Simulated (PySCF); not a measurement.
H2O2, SMILES OO. Heavy atoms are numbered as in [OH:1][OH:2]. Hydrogens are named by the atom that carries them.

The structure is a stationary point at B3LYP-D3(BJ)/def2-TZVP. The geometry has at least one imaginary mode, so it is a saddle point at that level.

All values below come from PBE/def2-TZVPD (PySCF).

Mulliken values depend strongly on the basis, most of all with diffuse functions as here. ESP charges are fitted to the potential on shells at 1.4 to 2.0 van der Waals radii. Atomic charges (e), one atom of each kind:

```tsv
atom	ESP fit	Mulliken	IAO
O1 (OH)	?	-0.30	-0.39
H on O1	?	0.30	0.39
```

Problem. What belongs in the gaps? (Estimate from the structure and the level; the computed values follow.)

Solution. 
- O1 (OH), ESP fit: -0.46
- H on O1, ESP fit: 0.46
